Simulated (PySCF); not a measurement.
# CH6BP: a tour of settings

Which settings matter for CH6BP (`CBP`)?

Programs: PySCF 2.14.0, with density-fitted response routines of our own. Each step states its level of theory. These are calculated values for one molecule, in the gas phase or a continuum, unless marked as measured. Atoms are numbered from 0 throughout.

**1. The starting structure**

9 atoms, charge 0, multiplicity 1; geometry from: GFN2-xTB.

Bonds of the start (Å): C0–B1 1.57, B1–P2 1.87, C0–H3 1.09, C0–H4 1.09, C0–H5 1.09, B1–H6 1.17, P2–H7 1.38, P2–H8 1.38.

**2. Shielding tensors: PBE0/pcSseg-1**

What the job is given:

```
{"job": {"kind": "nmr", "xc": "PBE0", "basis": "pcSseg-1"}, "charge": 0, "multiplicity": 1}
C     -1.224007     0.269233     0.133043
B      0.045547    -0.646654    -0.006511
P      1.729780    -0.067133     0.559306
H     -2.040197    -0.242712     0.641628
H     -1.042492     1.211555     0.647360
H     -1.604044     0.510817    -0.861020
H     -0.068771    -1.754339    -0.376062
H      2.515526    -0.524172    -0.479662
H      1.702218     1.249397     0.143978
```

With the program's defaults for keys left out, this is: GIAO PBE0/pcSseg-1 NMR shielding, non-relativistic, gas phase.

On the command line:

```console
> OMP_NUM_THREADS=1 python probes_run.py task.json out
```

This one command runs all jobs of the session in turn.

The program printed:

```text
coarse grid: 7520 points
cycle   1  E = -407.6171025963  dE =  3.059e-02  |g| = 3.055e-01  |ddm| = 2.436e+00
cycle   2  E = -407.6132167686  dE =  3.886e-03  |g| = 3.310e-01  |ddm| = 5.784e-01
cycle   3  E = -407.6435847187  dE = -3.037e-02  |g| = 2.348e-02  |ddm| = 3.139e-01
cycle   4  E = -407.6437289975  dE = -1.443e-04  |g| = 1.303e-02  |ddm| = 5.095e-02
cycle   5  E = -407.6437803300  dE = -5.133e-05  |g| = 1.794e-03  |ddm| = 1.901e-02
cycle   6  E = -407.6437810915  dE = -7.616e-07  |g| = 7.930e-04  |ddm| = 3.122e-03
final grid: 66576 points
cycle   7  E = -407.6597766949  dE = -1.702e-05  |g| = 5.525e-03  |ddm| = 1.719e-02
cycle   8  E = -407.6597733510  dE =  3.344e-06  |g| = 6.503e-03  |ddm| = 1.018e-02
cycle   9  E = -407.6597847388  dE = -1.139e-05  |g| = 2.471e-04  |ddm| = 5.941e-03
cycle  10  E = -407.6597847592  dE = -2.038e-08  |g| = 1.084e-04  |ddm| = 5.384e-04
cycle  11  E = -407.6597847631  dE = -3.887e-09  |g| = 2.105e-05  |ddm| = 1.372e-04
cycle  12  E = -407.6597847632  dE = -1.145e-10  |g| = 3.049e-06  |ddm| = 2.187e-05
converged SCF energy = -407.6597847632

GIAO shielding tensors (ppm)
atom      isotropic    diamagn.    paramagn.     s11        s22        s33       span
  0 C      169.349     251.439     -82.090    142.552    176.865    188.630     46.077
  1 B        4.831     193.962    -189.131    -96.659    -23.344    134.495    231.154
  2 P      502.858     968.225    -465.367    413.771    483.820    610.983    197.212
  3 H       30.296      29.625       0.670     26.548     27.863     36.476      9.929
  4 H       30.100      31.526      -1.427     26.668     30.459     33.171      6.502
  5 H       30.687      30.097       0.590     26.841     28.637     36.583      9.742
  6 H       22.798      29.927      -7.129     14.978     26.523     26.893     11.915
  7 H       28.822      30.158      -1.336     24.448     26.118     35.899     11.451
  8 H       29.078      31.111      -2.033     24.582     27.499     35.153     10.571
```

Wall time 4.8 s (1 thread of Arm Neoverse V1, shared host); peak memory 0.39 GiB.

The references, computed at this level on geometries of the same kind, shield at (ppm): ¹H TMS 31.72, ¹³C TMS 186.9, ³¹P H3PO4 318.4, ¹¹B BF3·OEt2 100.1. Their shielding less the atom's gives the shift. The references are single molecules in the gas phase, so shifts against H2O, NH3, PH3, H3PO4 or CFCl3 are not on the usual liquid scales and can be off by tens of ppm. Atoms listed in one row are averaged.

```csv
atoms,environment,σ (ppm),δ (ppm),δ scaled to CDCl3
C0,methyl carbon bonded to B,169.3,17.6,15.2
H6,"hydrogen on a boron bonded to C, P",22.80,8.92,–
"H7, H8",hydrogen on a phosphorus bonded to B,28.95,2.77,–
"H3, H4, H5",hydrogen on a methyl carbon bonded to B,30.36,1.36,1.38
B1,"boron bonded to C, P, H",4.8,95.2,–
P2,"phosphorus bonded to B, 2 H",502.9,-184.5,–
```

The scaled column applies a straight-line fit of computed shieldings to shifts measured in CDCl3 (root-mean-square error 0.16 ppm for H, 1.9 ppm for C).

The run also stored atomic charges by several schemes (e):

```csv
atoms,Mulliken,IAO,Hirshfeld,ESP fit
C0,-0.50,-0.57,-0.19,-0.61
B1,0.07,-0.03,0.11,0.42
P2,-0.12,0.11,0.01,-0.35
```

Mayer bond orders: C0–B1 1.06, B1–P2 1.21.

**3. Excited states and response: PBE0/def2-SVPD**

The job, as its differences from that of step 2:

```diff
@@ -1,2 +1,2 @@
-{"job": {"kind": "nmr", "xc": "PBE0", "basis": "pcSseg-1"}, "charge": 0, "multiplicity": 1}
+{"job": {"kind": "uv", "xc": "PBE0", "basis": "def2-SVPD", "nstates": 6, "ntriplets": 2}, "charge": 0, "multiplicity": 1}
 C     -1.224007     0.269233     0.133043
```

Method: TDDFT PBE0/def2-SVPD, vertical, gas phase, core orbitals frozen in the response.

The program printed:

```text
coarse grid: 7520 points
cycle   1  E = -407.4630969571  dE =  1.228e-02  |g| = 2.931e-01  |ddm| = 3.238e+00
cycle   2  E = -407.4588244070  dE =  4.273e-03  |g| = 3.212e-01  |ddm| = 7.829e-01
cycle   3  E = -407.4884343649  dE = -2.961e-02  |g| = 2.380e-02  |ddm| = 3.418e-01
cycle   4  E = -407.4885852456  dE = -1.509e-04  |g| = 1.286e-02  |ddm| = 6.360e-02
cycle   5  E = -407.4886433908  dE = -5.815e-05  |g| = 2.091e-03  |ddm| = 2.437e-02
cycle   6  E = -407.4886449583  dE = -1.568e-06  |g| = 6.104e-04  |ddm| = 4.384e-03
final grid: 66576 points
cycle   7  E = -407.5348855144  dE = -1.589e-05  |g| = 5.379e-03  |ddm| = 6.226e-02
cycle   8  E = -407.5348821789  dE =  3.336e-06  |g| = 6.316e-03  |ddm| = 1.303e-02
cycle   9  E = -407.5348935244  dE = -1.135e-05  |g| = 2.910e-04  |ddm| = 7.083e-03
cycle  10  E = -407.5348935560  dE = -3.160e-08  |g| = 1.102e-04  |ddm| = 6.050e-04
cycle  11  E = -407.5348935601  dE = -4.091e-09  |g| = 1.938e-05  |ddm| = 1.871e-04
cycle  12  E = -407.5348935602  dE = -1.201e-10  |g| = 4.513e-06  |ddm| = 3.985e-05
converged SCF energy = -407.5348935602

Static polarisability (au): isotropic 55.607, principal 45.907 51.207 69.706

Singlet excitations
state   eV       nm        f      main configurations
  1   5.0130    247.3   0.07975   H->L 0.91
  2   6.1795    200.6   0.00876   H-1->L 0.61, H-2->L 0.36
  3   6.5005    190.7   0.06679   H-2->L 0.59, H-1->L 0.31
  4   6.6698    185.9   0.03687   H->L+1 0.92
  5   6.9942    177.3   0.05116   H->L+2 0.94
  6   7.9003    156.9   0.03121   H->L+3 0.82, H->L+4 0.12

Triplet excitations (Tamm-Dancoff, eV): 3.7967 5.5148
```

Wall time 4.5 s (1 thread of Arm Neoverse V1, shared host); peak memory 0.49 GiB.

Frontier orbitals and where they lie:

```csv
orbital,eV,atoms
HOMO−3,-10.94,"P2 31 %, C0 18 %, H8 18 %"
HOMO−2,-9.40,"C0 30 %, B1 27 %, P2 17 %"
HOMO−1,-9.20,"B1 28 %, P2 25 %, H6 18 %"
HOMO,-7.38,"P2 61 %, B1 18 %, H8 6 %"
LUMO,-1.29,"B1 47 %, P2 22 %, C0 12 %"
LUMO+1,0.46,"B1 45 %, P2 16 %, C0 10 %"
LUMO+2,1.04,"P2 50 %, H8 20 %, B1 15 %"
```

With each of the 6 states as a Gaussian band of 0.4 eV half-width at 1/e, the curve within the window shown has maxima at 247 nm (ε 3,200), 187 nm (ε 4,900), 157 nm (ε 1,300) L/(mol cm). Beyond the last state computed it falls off for lack of states. The curve at chosen wavelengths:

(nm, ε (L/mol/cm)): (151, 720), (156, 1261), (161, 1064), (166, 948), (172, 2032), (177, 3428), (182, 4534), (187, 4914), (192, 4321), (197, 3056), (203, 1557), (208, 757), (213, 373), (218, 317), (223, 557), (228, 1084), (234, 1974), (239, 2694), (244, 3147), (249, 3201), (254, 2879), (259, 2323), (265, 1583), (270, 1048), (275, 645), (280, 372)

Further results of this job:

```csv
property,computed
dipole moment (D),0.93
polarisability (Å³),8.24
HOMO–LUMO gap (eV),6.09
−ε(HOMO) (eV),7.38
```

**4. TDDFT and polarisability: PBE/IGLO-II**

The job, as its differences from that of step 3:

```diff
@@ -1,2 +1,2 @@
-{"job": {"kind": "uv", "xc": "PBE0", "basis": "def2-SVPD", "nstates": 6, "ntriplets": 2}, "charge": 0, "multiplicity": 1}
+{"job": {"kind": "uv", "xc": "PBE", "basis": "IGLO-II", "nstates": 3, "ntriplets": 5, "tda": false}, "charge": 0, "multiplicity": 1}
 C     -1.224007     0.269233     0.133043
```

Method: TDDFT PBE/IGLO-II, vertical, gas phase, core orbitals frozen in the response.

The program printed:

```text
coarse grid: 7520 points
cycle   1  E = -407.5635154623  dE = -1.470e-02  |g| = 4.875e-01  |ddm| = 2.151e+00
cycle   2  E = -407.4729320892  dE =  9.058e-02  |g| = 7.138e-01  |ddm| = 9.716e-01
cycle   3  E = -407.6218028906  dE = -1.489e-01  |g| = 9.358e-02  |ddm| = 6.951e-01
cycle   4  E = -407.6240307270  dE = -2.228e-03  |g| = 5.784e-02  |ddm| = 1.689e-01
cycle   5  E = -407.6250936102  dE = -1.063e-03  |g| = 7.522e-03  |ddm| = 6.170e-02
cycle   6  E = -407.6251071787  dE = -1.357e-05  |g| = 3.877e-03  |ddm| = 1.210e-02
cycle   7  E = -407.6251116061  dE = -4.427e-06  |g| = 3.991e-04  |ddm| = 4.202e-03
final grid: 66576 points
cycle   8  E = -407.6349428601  dE = -4.582e-05  |g| = 9.733e-03  |ddm| = 1.904e-02
cycle   9  E = -407.6348968520  dE =  4.601e-05  |g| = 1.560e-02  |ddm| = 1.806e-02
cycle  10  E = -407.6349638019  dE = -6.695e-05  |g| = 1.774e-03  |ddm| = 1.396e-02
cycle  11  E = -407.6349649868  dE = -1.185e-06  |g| = 6.016e-04  |ddm| = 2.638e-03
cycle  12  E = -407.6349650856  dE = -9.887e-08  |g| = 7.284e-05  |ddm| = 5.079e-04
cycle  13  E = -407.6349650869  dE = -1.212e-09  |g| = 2.346e-05  |ddm| = 9.272e-05
cycle  14  E = -407.6349650870  dE = -1.844e-10  |g| = 4.727e-06  |ddm| = 3.285e-05
converged SCF energy = -407.6349650870

Static polarisability (au): isotropic 51.230, principal 38.428 47.779 67.482

Singlet excitations
state   eV       nm        f      main configurations
  1   4.7828    259.2   0.07884   H->L 0.93
  2   5.8315    212.6   0.00843   H-1->L 0.89, H-2->L 0.10
  3   6.1517    201.5   0.06093   H-2->L 0.86, H-1->L 0.08

Triplet excitations (Tamm-Dancoff, eV): 3.5554 5.2561 5.4710 5.9879 6.4477
```

It took 6.2 s on 1 thread of Arm Neoverse V1, shared host; peak memory 0.39 GiB.

This run: HOMO -6.26 eV, LUMO -2.18 eV; lowest singlet 4.78 eV.

**5. Indirect couplings: mPW1PW91/ANO-RCC-VDZP in acetone**

The job, as its differences from that of step 4:

```diff
@@ -1,2 +1,2 @@
-{"job": {"kind": "uv", "xc": "PBE", "basis": "IGLO-II", "nstates": 3, "ntriplets": 5, "tda": false}, "charge": 0, "multiplicity": 1}
+{"job": {"kind": "j", "xc": "mPW1PW91", "basis": "ANO-RCC-VDZP", "solvent": "acetone"}, "charge": 0, "multiplicity": 1}
 C     -1.224007     0.269233     0.133043
```

Method: mPW1PW91/ANO-RCC-VDZP indirect spin-spin coupling, non-relativistic, IEF-PCM acetone.

The program printed:

```text
coarse grid: 7520 points
cycle   1  E = -407.7223409739  dE =  3.727e-02  |g| = 3.102e-01  |ddm| = 3.719e+00
cycle   2  E = -407.7204038559  dE =  1.937e-03  |g| = 3.274e-01  |ddm| = 6.092e-01
cycle   3  E = -407.7505808252  dE = -3.018e-02  |g| = 1.784e-02  |ddm| = 3.271e-01
cycle   4  E = -407.7506736410  dE = -9.282e-05  |g| = 7.760e-03  |ddm| = 3.304e-02
cycle   5  E = -407.7506955344  dE = -2.189e-05  |g| = 8.523e-04  |ddm| = 1.113e-02
cycle   6  E = -407.7506958519  dE = -3.175e-07  |g| = 2.797e-04  |ddm| = 1.848e-03
final grid: 66576 points
cycle   7  E = -407.7499236804  dE = -1.541e-05  |g| = 4.096e-03  |ddm| = 2.630e-02
cycle   8  E = -407.7499224802  dE =  1.200e-06  |g| = 4.622e-03  |ddm| = 8.326e-03
cycle   9  E = -407.7499286066  dE = -6.126e-06  |g| = 1.086e-04  |ddm| = 4.483e-03
cycle  10  E = -407.7499286100  dE = -3.443e-09  |g| = 4.213e-05  |ddm| = 1.700e-04
cycle  11  E = -407.7499286106  dE = -5.620e-10  |g| = 1.025e-05  |ddm| = 7.079e-05
converged SCF energy = -407.7499286106

Indirect spin-spin couplings (Hz)
  i      j    bonds     total        FC       PSO       DSO        SD
  0 C    1 B    1    135.382   137.344    -2.320     0.159     0.199
  0 C    2 P    2      0.895     2.295    -1.154    -0.034    -0.211
  0 C    3 H    1     91.396    89.196     1.653     0.501     0.045
  0 C    4 H    1    103.789   101.712     1.518     0.525     0.034
  0 C    5 H    1     87.347    85.040     1.739     0.515     0.053
  0 C    6 H    2      3.885     4.253    -0.185    -0.204     0.021
  0 C    7 H    3      6.133     6.387     0.070    -0.331     0.007
  0 C    8 H    3      4.204     4.251    -0.059     0.046    -0.033
  1 B    2 P    1    170.629   185.047   -14.774     0.123     0.233
  1 B    3 H    2     -4.633    -4.462     0.042    -0.323     0.110
  1 B    4 H    2     -7.053    -6.506    -0.248    -0.347     0.048
  1 B    5 H    2     -4.115    -4.301     0.206    -0.265     0.245
  1 B    6 H    1     88.616    89.077    -1.637     0.678     0.497
  1 B    7 H    2     -6.541    -5.876    -0.436    -0.245     0.017
  1 B    8 H    2     -8.291    -7.560    -0.485    -0.254     0.008
  2 P    3 H    3      3.126     3.622     0.022    -0.443    -0.075
  2 P    4 H    3     22.818    23.634    -0.532     0.007    -0.291
  2 P    5 H    3     37.652    38.242    -0.240    -0.400     0.050
  2 P    6 H    2     16.386    20.116    -3.078    -0.325    -0.328
  2 P    7 H    1    359.174   354.873     3.706     0.261     0.334
  2 P    8 H    1    360.303   356.397     3.354     0.285     0.266
  3 H    4 H    2    -17.727   -17.745     2.592    -2.851     0.277
  3 H    5 H    2    -26.765   -26.912     2.492    -2.695     0.350
  3 H    6 H    3      3.262     3.182     0.509    -0.516     0.086
  3 H    7 H    4     -2.009    -1.326     0.831    -1.510    -0.003
  3 H    8 H    4      2.504     2.834     0.892    -1.214    -0.007
  4 H    5 H    2    -21.882   -21.966     2.538    -2.752     0.298
  4 H    6 H    3     11.019    11.809     1.433    -2.219    -0.004
  4 H    7 H    4     -0.591     0.292     0.616    -1.505     0.006
  4 H    8 H    4      0.377    -0.272    -0.588     1.206     0.032
  5 H    6 H    3      0.122     0.164     0.741    -0.837     0.054
  5 H    7 H    4      5.801     6.191     0.475    -0.862    -0.003
  5 H    8 H    4      0.595     0.489     0.276    -0.173     0.004
  6 H    7 H    3      2.184     2.095     0.152    -0.134     0.070
  6 H    8 H    3      6.623     7.849     0.808    -2.029    -0.005
  7 H    8 H    2    -12.124   -11.753     1.067    -1.544     0.106
```

It took 7.3 s on 1 thread of Arm Neoverse V1, shared host; peak memory 0.43 GiB.

The basis is not made for couplings: without tight functions at the nuclei these values are rough.

A choice of the couplings up to four bonds, sorted by the number of bonds, with means over like pairs; isotopes 11B, 13C, 1H, 31P:

```csv
pair,bonds,J (Hz),Fermi contact (Hz)
P2–H7,1,359.7,355.6
B1–P2,1,170.6,185.0
C0–B1,1,135.4,137.3
C0–H3,1,94.2,92.0
B1–H6,1,88.6,89.1
H3–H4,2,-22.1,-22.2
P2–H6,2,16.4,20.1
H7–H8,2,-12.1,-11.8
B1–H7,2,-7.4,-6.7
B1–H3,2,-5.3,-5.1
C0–H6,2,3.9,4.3
P2–H3,3,21.2,21.8
C0–H7,3,5.2,5.3
H3–H6,3,4.8,5.1
H6–H7,3,4.4,5.0
H3–H7,4,1.1,1.4
```

Quadrupole couplings from the field gradients of the same density:

```csv
atom,isotope,eQq/h (MHz),η
B1,11B,5.114,0.18
```

Joined with the shifts from before (PBE0/pcSseg-1, unscaled), the couplings predict the line list below for 500 MHz. Couplings to quadrupolar nuclei are left out.

¹H NMR δ 8.92 (br, 1H), 2.77 (m, 2H), 1.36 (m, 3H).

**6. J couplings: PBE0/pcSseg-1**

The job, as its differences from that of step 5:

```diff
@@ -1,2 +1,2 @@
-{"job": {"kind": "j", "xc": "mPW1PW91", "basis": "ANO-RCC-VDZP", "solvent": "acetone"}, "charge": 0, "multiplicity": 1}
+{"job": {"kind": "j", "xc": "PBE0", "basis": "pcSseg-1", "grid": 1}, "charge": 0, "multiplicity": 1}
 C     -1.224007     0.269233     0.133043
```

With the program's defaults for keys left out, this is: PBE0/pcSseg-1 indirect spin-spin coupling, non-relativistic, gas phase.

The program printed:

```text
final grid: 31608 points
cycle   1  E = -407.6339764702  dE =  3.053e-02  |g| = 2.999e-01  |ddm| = 2.434e+00
cycle   2  E = -407.6307740253  dE =  3.202e-03  |g| = 3.223e-01  |ddm| = 5.680e-01
cycle   3  E = -407.6595757836  dE = -2.880e-02  |g| = 2.338e-02  |ddm| = 3.056e-01
cycle   4  E = -407.6597183026  dE = -1.425e-04  |g| = 1.296e-02  |ddm| = 5.067e-02
cycle   5  E = -407.6597693684  dE = -5.107e-05  |g| = 1.793e-03  |ddm| = 1.896e-02
cycle   6  E = -407.6597701378  dE = -7.695e-07  |g| = 7.871e-04  |ddm| = 3.141e-03
cycle   7  E = -407.6597703376  dE = -1.998e-07  |g| = 5.361e-05  |ddm| = 1.013e-03
cycle   8  E = -407.6597703387  dE = -1.058e-09  |g| = 2.676e-05  |ddm| = 1.137e-04
cycle   9  E = -407.6597703389  dE = -2.608e-10  |g| = 3.413e-06  |ddm| = 4.359e-05
converged SCF energy = -407.6597703389

Indirect spin-spin couplings (Hz)
  i      j    bonds     total        FC       PSO       DSO        SD
  0 C    1 B    1     59.912    61.773    -2.244     0.158     0.226
  0 C    2 P    2     -1.659    -0.061    -1.330    -0.035    -0.233
  0 C    3 H    1    129.435   126.852     1.892     0.502     0.188
  0 C    4 H    1    134.196   131.718     1.763     0.526     0.188
  0 C    5 H    1    125.710   122.970     2.039     0.517     0.183
  0 C    6 H    2      0.781     1.157    -0.183    -0.207     0.015
  0 C    7 H    3      4.641     4.867     0.097    -0.331     0.008
  0 C    8 H    3      2.919     2.998    -0.093     0.046    -0.032
  1 B    2 P    1     72.656    88.269   -15.902     0.120     0.169
  1 B    3 H    2     -3.925    -3.737     0.024    -0.322     0.110
  1 B    4 H    2     -5.646    -5.080    -0.259    -0.346     0.039
  1 B    5 H    2     -1.854    -2.020     0.187    -0.263     0.243
  1 B    6 H    1    133.879   134.398    -1.541     0.652     0.369
  1 B    7 H    2     -1.881    -1.176    -0.473    -0.247     0.015
  1 B    8 H    2     -2.726    -1.964    -0.512    -0.255     0.005
  2 P    3 H    3      2.689     3.068     0.164    -0.443    -0.099
  2 P    4 H    3     14.273    15.082    -0.473     0.006    -0.341
  2 P    5 H    3     26.233    26.495     0.085    -0.401     0.054
  2 P    6 H    2      3.723     7.503    -3.023    -0.329    -0.428
  2 P    7 H    1    228.998   221.431     7.173     0.242     0.152
  2 P    8 H    1    221.137   213.724     7.037     0.267     0.109
  3 H    4 H    2    -11.484   -11.642     2.801    -2.844     0.201
  3 H    5 H    2    -18.450   -18.695     2.671    -2.685     0.259
  3 H    6 H    3      2.655     2.621     0.469    -0.519     0.084
  3 H    7 H    4     -1.586    -1.045     0.972    -1.509    -0.004
  3 H    8 H    4      1.828     2.079     0.968    -1.212    -0.007
  4 H    5 H    2    -14.580   -14.783     2.733    -2.743     0.213
  4 H    6 H    3      9.142     9.635     1.737    -2.224    -0.006
  4 H    7 H    4     -0.431     0.309     0.758    -1.505     0.006
  4 H    8 H    4      0.363    -0.097    -0.777     1.206     0.032
  5 H    6 H    3      0.036     0.062     0.764    -0.841     0.052
  5 H    7 H    4      4.339     4.680     0.521    -0.860    -0.002
  5 H    8 H    4      0.384     0.328     0.222    -0.172     0.007
  6 H    7 H    3      2.136     2.139     0.060    -0.134     0.072
  6 H    8 H    3      5.807     6.788     1.058    -2.034    -0.005
  7 H    8 H    2     -7.441    -7.019     1.021    -1.549     0.106
```

Wall time 6.3 s (1 thread of Arm Neoverse V1, shared host); peak memory 0.43 GiB.

The basis is not made for couplings: without tight functions at the nuclei these values are rough.

In short: J(P2,H7) 225.1 Hz, J(B1,H6) 133.9 Hz, J(C0,H3) 129.8 Hz (means over like pairs).

**7. Run by run: electronic excitations**

Excitations and ground-state properties, with basis size and wall time:

```csv
run,lowest singlet (eV),brightest (eV),f,gap (eV),α (Å³),μ (D),functions,time
PBE0/def2-SVPD,5.01,5.01,0.080,6.09,8.24,0.93,112,4.5 s
PBE/IGLO-II,4.78,4.78,0.079,4.07,7.59,0.88,115,6.2 s
```

**8. Run by run: spin-spin couplings**

Couplings (Hz), each a mean over the pairs like the one named, with basis size and wall time:

```csv
run,P2–H7,B1–P2,C0–B1,C0–H3,B1–H6,H3–H4,P2–H3,functions,time
mPW1PW91/ANO-RCC-VDZP in acetone,359.7,170.6,135.4,94.2,88.6,-22.1,21.2,76,7.3 s
PBE0/pcSseg-1,225.1,72.7,59.9,129.8,133.9,-14.8,14.4,88,6.3 s
```

**9. What came out**

```
                                                              quantity                        value
                                ¹³C shifts against TMS (PBE0/pcSseg-1)                     17.6 ppm
¹H shifts against TMS (PBE0/pcSseg-1, means over atoms taken as alike)         8.92, 2.77, 1.36 ppm
                           ¹¹B shifts against BF3·OEt2 (PBE0/pcSseg-1)                     95.2 ppm
                              ³¹P shifts against H3PO4 (PBE0/pcSseg-1)                   -184.5 ppm
                                       lowest singlet (PBE0/def2-SVPD)  5.01 eV (247 nm), f = 0.080
                                                        lowest triplet                      3.80 eV
                 largest coupling of the table (mPW1PW91/ANO-RCC-VDZP)      ¹J(P,H) P2–H7, 359.7 Hz
                                           range of the lowest singlet              4.78 to 5.01 eV
                               range of J(P2,H7), mean over like pairs            225.1 to 359.7 Hz
```

What this shows: Single values in the summary come from the first run of each kind that ended normally (PBE0/pcSseg-1; PBE0/def2-SVPD; mPW1PW91/ANO-RCC-VDZP), which need not be the best level. At PBE0/pcSseg-1: Shielding is most anisotropic at B1 (span 231 ppm, paramagnetic term -189 ppm). The lowest singlet, at 5.01 eV, is HOMO→LUMO 0.91 and is bright. The lowest triplet lies 1.22 eV below the lowest singlet (triplets in Tamm-Dancoff, singlets in full TDDFT). In the run at mPW1PW91/ANO-RCC-VDZP, the largest coupling of the table is P2–H7 (mean over like pairs), 359.7 Hz, of which the Fermi-contact term gives 355.6 Hz. The lowest singlet runs from 4.78 eV (PBE/IGLO-II) to 5.01 eV (PBE0/def2-SVPD), while the orbital gap spans 4.07 to 6.09 eV. The lowest state need not be the same one in every run. The runs solved for a few states only, so the brightest column depends on that window. The coupling P2–H7, as a mean over pairs of its kind, runs from 225.1 Hz (PBE0/pcSseg-1) to 359.7 Hz (mPW1PW91/ANO-RCC-VDZP in acetone). Couplings from bases without tight functions are rough.
